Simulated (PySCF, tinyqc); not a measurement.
Starting guesses with plain Roothaan steps: SCF starting guesses in the sto-6g basis, for LiH, spin multiplicity 1. Computed by the program tinyqc with PySCF. 

Geometry (angstrom):

| atom | x | y | z |
|---|---|---|---|
| Li | 0.0000 | 0.0000 | 0.0000 |
| H | 0.0000 | 0.0000 | 2.4480 |

lowest restricted solution found by these runs and by PySCF = -7.866464 hartree

RHF with one setting changed at a time; a run stops when the energy changes by less than 1e-09 hartree and the error matrix is below 1e-5. Starts: the lowest orbitals of the core Hamiltonian, of the Wolfsberg-Helmholz matrix (K = 1.75), projected atomic densities, random orbitals, and the highest orbitals of the core Hamiltonian (a deliberately bad start).

Largest element of the error matrix X^T (FDS - SDF) X:

| iteration | core | Wolfsberg-Helmholz | atomic densities | random | highest core orbitals |
|---|---|---|---|---|---|
| 1 | 2.1e-01 | 5.5e-02 | 8.4e-02 | 1.7e+00 | 1.1e-01 |
| 2 | 2.8e-02 | 2.5e-02 | 8.9e-02 | 2.3e-01 | 2.4e-01 |
| 3 | 7.2e-03 | 1.6e-02 | 1.5e-02 | 2.6e-02 | 2.6e-01 |
| 4 | 3.3e-03 | 1.0e-02 | 7.0e-03 | 8.5e-03 | 6.1e-02 |
| 5 | 1.9e-03 | 6.0e-03 | 2.9e-03 | 4.1e-03 | 1.4e-02 |
| 6 | 1.0e-03 | 3.4e-03 | 1.7e-03 | 1.9e-03 | 4.0e-03 |
| 8 | 3.3e-04 | 1.1e-03 | 4.9e-04 | 4.3e-04 | 1.3e-03 |
| 10 | 1.0e-04 | 3.5e-04 | 1.5e-04 | 1.4e-04 | 3.8e-04 |
| 14 | 9.5e-06 | 3.3e-05 | 1.4e-05 | 1.3e-05 | 3.6e-05 |

How each run ends:

| run | iterations | E (hartree) | state |
|---|---|---|---|
| core | 15 | -7.86646 | lowest found |
| Wolfsberg-Helmholz | 17 | -7.86646 | lowest found |
| atomic densities | 16 | -7.86646 | lowest found |
| random | 15 | -7.86646 | lowest found |
| highest core orbitals | 17 | -7.86646 | lowest found |

5 of 5 runs reach the lowest restricted solution found, in 15 to 17 iterations (fastest: core, random). The first errors are 2e-01, 6e-02, 8e-02, 2e+00, 1e-01. The restricted reference is unstable here: a spin-polarised solution lies 0.0225 hartree lower (PySCF), so results built on it describe a poor reference.
